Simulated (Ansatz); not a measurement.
Results of PBE-D3(BJ) (Ansatz, a first-principles code, plane waves, PAW) for hcp Tm.

Run with plane-wave cutoff 500 eV, 24×24×14 k mesh (along the axes of the cell as run), Fermi–Dirac smearing 0.1 eV, spin-polarised with parallel moments, scalar-relativistic PAW data made under PBE.

Cell (relaxed at this level):

```xyz
2
Lattice="1.7909 -3.1019 0.0000 1.7909 3.1019 0.0000 0.0000 0.0000 5.8549" Properties=species:S:1:pos:R:3 pbc="T T T"
Tm     1.7909     1.0340     1.4637
Tm     1.7909    -1.0340     4.3912
```

Problem. Estimate the magnetic moment per atom (the cell's total over its atoms) that the calculation returns.

Solution. 
- magnetic moment per atom (the cell's total over its atoms): 1.13 μB

Note: the 4f shell is treated without U or exact exchange, so its levels and filling can be wrong; the collinear magnetic order is the start's and need not be the measured one.

Moments are spin moments.

Spin–orbit coupling is not included.
